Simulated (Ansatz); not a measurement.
We consider rock-salt LiH, described by PBE (plane waves, PAW; Ansatz, a quantum-chemistry and plane-wave program).

Total energies, extrapolated to zero smearing (they compare only within this program, potentials and cutoff; free atoms with spin allowed, lowest state found):

| system | energy (eV/atom) |
|---|---|
| rock-salt LiH, relaxed | -110.6966 |
| free Li atom | -203.0796 |
| free H atom | -13.6053 |

Problem. Work out the cohesive energy per atom.

Solution. E_coh = [1 × (-203.0796) + 1 × (-13.6053)]/2 − (-110.6966) = 2.35 eV/atom. The reference value is 2.49 eV/atom (measured, static lattice: zero-point vibration energy added; as tabulated in Mejia-Rodriguez and Trickey (2018), arXiv:1807.09216), a difference of -0.14 eV/atom.

The PAW data were made under PBE.
